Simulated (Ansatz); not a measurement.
## Worked example: correlation energy of HO, doublet

Geometry: MP2(full)/6-31G*, from the G2/97 set.

```
atom   x (Å)   y (Å)   z (Å)
   O  0.0000  0.0000  0.0000
   H  0.0000  0.0000  0.9791
```

Basis 6-31G* (Cartesian d functions); Ansatz 0.2.0. Only valence electrons are correlated (noble-gas cores frozen), which leaves 7 electrons in 16 orbitals. R marks a restricted (for open shells ROHF) determinant, U an unrestricted one.

Full CI is exact within this basis and frozen core; it isn't the basis-set limit. The frozen core follows each run's orbitals, which can shift R against U totals by a few meV.

Runs differ by some tens of microhartree through their thresholds and, for an open shell, their frozen cores, so steps under 0.1 kcal/mol mean nothing.

| level | total energy (hartree) |
| --- | --- |
| UHF | -75.381861 |
| UMP2 | -75.521033 |
| UCCSD | -75.535799 |
| UCCSD(T) | -75.537124 |
| UCCSDT | -75.537306 |
| UCCSDT(Q) | -75.537568 |
| UCCSDTQ | -75.537581 |
| full CI | -75.537561 |

Question: What is the correlation energy at full CI, and what share of it do UMP2 and UCCSD(T) recover?

Answer: E(corr) = -75.537561 − (-75.381861) = -0.155700 hartree = -4.237 eV. UMP2: -0.139172 / -0.155700 = 89.38 %. UCCSD(T): -0.155263 / -0.155700 = 99.72 %.

Question: By how many kcal/mol does UCCSD(T) miss full CI (1 hartree = 627.509 kcal/mol), and which steps make up the rest?

Answer: -75.537124 − (-75.537561) = 0.000437 hartree = 0.27 kcal/mol. Steps: UCCSDT − UCCSD(T) = -0.11, UCCSDT(Q) − UCCSDT = -0.16, UCCSDTQ − UCCSDT(Q) = -0.01, full CI − UCCSDTQ = 0.01 kcal/mol. That is within 1 kcal/mol of the reference in this basis, which itself misses far more of the correlation at the basis-set limit.
